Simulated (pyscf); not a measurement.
One 1,1-elimination on the singlet surface with elements of a group swapped. CCSD(T)/def2-TZVPP + ΔMP2(QZVPP), kcal/mol, from the reactant's lowest minimum found. Single points on ωB97X-D3(BJ)/def2-SVP structures (PySCF, gas phase). MP2 and CC: frozen core, UHF for open shells. ΔMP2 is the change of the MP2 total energy from the triple- to the quadruple-zeta basis.

```json
[
 {"step": "`[SH][SnH]([Cl])[Cl]` → `[Cl][Sn][Cl]` [singlet] + `[SH2]`", "barrier": "(withheld)", "reaction energy": "(withheld)", "imaginary mode (i cm⁻¹)": "1268"},
 {"step": "`[F][SnH]([F])[SH]` -> `[F][Sn][F]` [singlet] + `[SH2]`", "barrier": "46.5", "reaction energy": "+1.7", "imaginary mode (i cm⁻¹)": "1272"},
 {"step": "`[SH][GeH]([Cl])[Cl]` → `[SH2]` + `[Cl][Ge][Cl]` [singlet]", "barrier": "51.4", "reaction energy": "+22.7", "imaginary mode (i cm⁻¹)": "1294"}
]
```

Q: What belongs in the gaps?

A: 
- `[SH][SnH]([Cl])[Cl]` → `[Cl][Sn][Cl]` [singlet] + `[SH2]`, barrier: 43.8
- `[SH][SnH]([Cl])[Cl]` → `[Cl][Sn][Cl]` [singlet] + `[SH2]`, reaction energy: +5.5

Row 1: On the product side the descent ends in an adduct with a S–Sn contact (not fully relaxed), 14.3 kcal/mol under the separated species and 53.7 kcal/mol under the saddle at ωB97X-D3(BJ)/def2-TZVP. Row 2: On the product side the descent ends in an adduct with a S–Sn contact, 13.5 kcal/mol under the separated species and 57.8 kcal/mol under the saddle at ωB97X-D3(BJ)/def2-TZVP. Row 3: On the product side the descent ends in a bound adduct (not fully relaxed), 12.0 kcal/mol under the separated species and 41.8 kcal/mol under the saddle at ωB97X-D3(BJ)/def2-TZVP. Each row is the saddle that its search found. The CCSD(T) − MP2 part came from Ansatz, without density fitting, on the same reference. The frozen core leaves the outer d or s,p core shells of the metals and heavy elements correlated in the MP2 and CC values, and def2-TZVPP describes them poorly, which can shift differences by a few kcal/mol. Elements up to Kr have no core potential and no relativistic terms here. Elements past Kr carry the def2 core potentials, without spin-orbit coupling.
